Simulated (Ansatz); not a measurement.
`F/C=N/P` + PH₃ → `PP` + `N=CF` at 500 K and 1 bar (ligand exchange at a P–N bond).

Computed with Ansatz on PBE0-D4/def2-TZVP structures; ΔE is electronic, products minus reactants. CCSD(T)/CBS is the MP2 limit (def2-TZVPP, def2-QZVPP) plus CCSD(T) − MP2 in def2-TZVPP, frozen cores. This one scheme is used for every species. One conformer a species, not always the lowest.

```json
{"species": "`F/C=N/P`", "CCSD(T)/CBS energy (Eh)": "-535.25055", "H − E (kJ/mol)": "141.1", "S (J/(mol·K))": "343.7"}
{"species": "PH₃", "CCSD(T)/CBS energy (Eh)": "-342.72256", "H − E (kJ/mol)": "81.5", "S (J/(mol·K))": "231.4"}
{"species": "`PP`", "CCSD(T)/CBS energy (Eh)": "-684.26248", "H − E (kJ/mol)": "120.2", "S (J/(mol·K))": "310.6"}
{"species": "`N=CF`", "CCSD(T)/CBS energy (Eh)": "-193.72220", "H − E (kJ/mol)": "108.9", "S (J/(mol·K))": "274.9"}
```

H − E and S are ideal-gas, rigid-rotor, harmonic terms from PBE0-D4/def2-TZVP, for one conformer and one mirror image of each species. 1 Eh = 2625.50 kJ/mol, R = 8.31446 J/(mol·K).

By hand: ΔE, ΔH, ΔS and ΔG.

ΔE = (-684.26248) + (-193.72220) − (-535.25055) − (-342.72256) = -0.01157 Eh = -30.4 kJ/mol. Δ(H − E) = 120.2 + 108.9 − 141.1 − 81.5 = 6.5, so ΔH = -23.9 kJ/mol. ΔS = 310.6 + 274.9 − 343.7 − 231.4 = 10.4 J/(mol·K). ΔG = -23.9 − 500 × (10.4)/1000 = -29.1 kJ/mol.

By hand: the equilibrium constant, and the temperature at which ΔG would vanish if ΔH and ΔS stayed fixed.

log₁₀ K = −ΔG/(RT ln 10) = 3.0. ΔH and −TΔS have one sign here, so there is no such temperature.

The number of gas molecules stays the same, so ΔS is small and ΔH decides. A doubt of 5 kJ/mol in ΔE shifts log₁₀ K by 0.5 here. Other conformers and mirror images would add mixing entropy, several J/(mol·K) or more a flexible species. These are equilibria of isolated gas molecules and say nothing of rates. Largest T1 diagnostic: 0.014 (customary marks: 0.02 for closed shells, 0.045 for open ones).

ΔS is within the doubt of such terms, so its sign, and with it that verdict, could turn.
